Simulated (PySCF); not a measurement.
Simulated outer-valence photoelectron spectrum of 1,2-difluoroethane, `C(CF)F`. Method used: EOM-IP-CCSD/aug-cc-pVDZ in PySCF, restricted Hartree–Fock reference, 4 core orbitals frozen, non-relativistic, gas phase, PBE0-D3(BJ)/def2-SVP geometry.

Each root has a Gaussian of 0.6 eV full width with its one-hole share as area; cross sections and vibrations are left out, and the highest printed point is 100.

ionisation energy (eV), intensity and a bar:
```
     11.6          1 
     11.8          4 #
     12.0         19 #####
     12.2         43 #############
     12.4         57 #################
     12.6         53 ################
     12.8         66 ####################
     13.0        100 ##############################
     13.2        100 ##############################
     13.4         57 #################
     13.6         18 #####
     13.8          3 #
     14.0          1 
     14.2          6 ##
     14.4         23 #######
     14.6         47 ##############
     14.8         52 ################
     15.0         31 #########
     15.2         10 ###
     15.4          2 
     15.6          0 
     15.8          3 #
     16.0         17 #####
     16.2         56 #################
     16.4        100 ##############################
     16.6         98 ##############################
     16.8         56 #################
     17.0         32 #########
     17.2         42 #############
     17.4         54 ################
     17.6         41 ############
     17.8         27 ########
     18.0         37 ###########
     18.2         53 ################
     18.4         45 #############
     18.6         20 ######
     18.8          5 #
     19.0          1
```

Problem. Where are the maxima, and how many lines lie under the curve?

Solution. 6 maxima, at 12.4, 13.1, 14.7, 16.5, 17.4 and 18.2 eV, from 8 lines. At this width some lines have no maximum of their own.

Problem. List the lines with their holes.

Solution. 
```
E (eV)  leading hole (HF orbital)  area  Koopmans (eV)
 12.37                       HOMO  0.96          13.84
 13.05                     HOMO-1  0.96          14.33
 13.17                     HOMO-2  0.96          14.72
 14.74                     HOMO-3  0.95          17.05
 16.45                     HOMO-5  0.95          18.60
 16.53                     HOMO-4  0.95          18.44
 17.40                     HOMO-6  0.95          19.43
 18.24                     HOMO-7  0.95          20.09
```

The widest gap, 1.71 eV, lies between 14.74 and 16.45 eV. Only orbitals with −ε under 21 eV, eight at most, were ionised, so the high end of the curve may lack lines.

Conformer computed: `[F:1][CH2:2][CH2:3][F:4]`: F1–C2–C3–F4 69°.

One conformer stands for the species.
